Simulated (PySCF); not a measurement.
**Fluorine: a sound run and one with changed settings**

Sound run: F [He] 2s2 2p5, F⁺ [He] 2s2 2p4. All numbers are calculated (PySCF 2.14, the spin-free X2C one-electron Hamiltonian (Gaussian nucleus), in jorge-DZP-DKH (4s2p1d, 15 functions)). The sound run starts from symmetry-adapted Hartree-Fock orbitals and uses a fine grid where one is needed.

A second run was set up differently.

```
species  method  sound run (hartree)  changed run (hartree)  converged
      F     UHF            -99.48387              -99.48387        yes
      F    PBE0            -99.74726              -99.72249        yes
      F     LDA            -99.17253              -99.12568        yes
     F⁺     UHF            -98.90751              -98.90751        yes
     F⁺    PBE0            -99.10819              -99.07966        yes
     F⁺     LDA            -98.51725              -98.46409        yes
```

Ionisation energy of F:

```tsv
method	sound run (eV)	changed run (eV)
UHF	15.684	15.684
PBE0	17.390	17.492
LDA	17.831	18.003
```

**Question.** What was changed?
A. level shift left on
B. minimal basis
C. all electrons correlated in a valence basis
D. radial grid too coarse

**Answer.** D. It used radial step 0.8 in ln r (0.13 in the sound run). A coarse radial grid mis-integrates the density and the exchange-correlation energy, with errors of either sign; Hartree-Fock needs no grid.
